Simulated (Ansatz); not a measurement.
Elements on the sites of an ideal rock salt lattice, at a guessed lattice constant:

```yaml
crystal:
  lattice:
    - [-4.00135, 4.00135, 0.00000]
    - [-4.00135, 0.00000, 4.00135]
    - [0.00000, 4.00135, 4.00135]
  atoms:
    - { symbol: N, position: [0.75000, 0.75000, 0.75000] }
    - { symbol: N, position: [0.75000, 0.75000, 0.25000] }
    - { symbol: N, position: [0.25000, 0.25000, 0.75000] }
    - { symbol: N, position: [0.75000, 0.25000, 0.25000] }
    - { symbol: O, position: [0.25000, 0.75000, 0.75000] }
    - { symbol: O, position: [0.75000, 0.25000, 0.75000] }
    - { symbol: O, position: [0.25000, 0.75000, 0.25000] }
    - { symbol: O, position: [0.25000, 0.25000, 0.25000] }
    - { symbol: Al, position: [0.50000, 0.00000, 0.00000] }
    - { symbol: Al, position: [0.50000, 0.50000, 0.00000] }
    - { symbol: Al, position: [0.50000, 0.00000, 0.50000] }
    - { symbol: V, position: [0.00000, 0.50000, 0.00000] }
    - { symbol: V, position: [0.00000, 0.50000, 0.50000] }
    - { symbol: V, position: [0.50000, 0.50000, 0.50000] }
    - { symbol: Mo, position: [0.00000, 0.00000, 0.00000] }
    - { symbol: Mo, position: [0.00000, 0.00000, 0.50000] }
```

Cell and atoms were relaxed without symmetry on coarser meshes and computed once more. The calculation used DFT PBE, scalar-relativistic, plane waves, PAW (Ansatz 0.2.0).

Cutoff 420 eV; k points 6×7×7 on the computed 16-atom cell (Γ-centred); Gaussian smearing, width 0.10 eV; no spin polarisation.

The relaxation ran on 3×3×3 k points with a smearing of 0.1 eV, from sites shaken by 0.02 Å.

What does the relaxation give?

A volume of 9.78 Å³/atom and no gap on the mesh. It lies 1.23 eV/atom below the elements' standard states (static lattices, no corrections for gases). The atoms leave their sites by 0.36 Å (root mean square) and 0.76 Å at most, and the cell stretches by up to 10.9 % at fixed volume, so the lattice hasn't survived.

```
CELL_PARAMETERS angstrom
-4.27772 4.12406 -0.13783
-4.06492 0.07498 4.64051
-0.04459 3.94165 4.67089
ATOMIC_POSITIONS crystal
N 0.73880 0.74148 0.75246
N 0.71296 0.77155 0.27247
N 0.28367 0.24612 0.73327
N 0.71725 0.24256 0.24271
O 0.25239 0.78882 0.75717
O 0.62716 0.28744 0.84595
O 0.33283 0.71347 0.19057
O 0.24068 0.28335 0.26717
Al 0.54720 0.96315 0.96237
Al 0.47312 0.51114 0.00385
Al 0.50582 0.98675 0.48327
V 0.00821 0.41668 0.99003
V 0.01712 0.55504 0.50255
V 0.59729 0.43708 0.47045
Mo 0.98510 0.03108 0.99282
Mo 0.97483 0.03477 0.49640
```

The final mesh leaves forces up to 0.14 eV/Å and stresses up to 0.3 GPa: the relaxation ran on a coarser mesh, so the cell's shape, its bonds and its energy belong partly to that mesh.

Spin polarisation was left out, and a magnetic state may lie lower.

Cost: 2 runs of about 17 core-minutes in all (earlier runs that led there not counted), on Arm Neoverse V1 (shared hosts).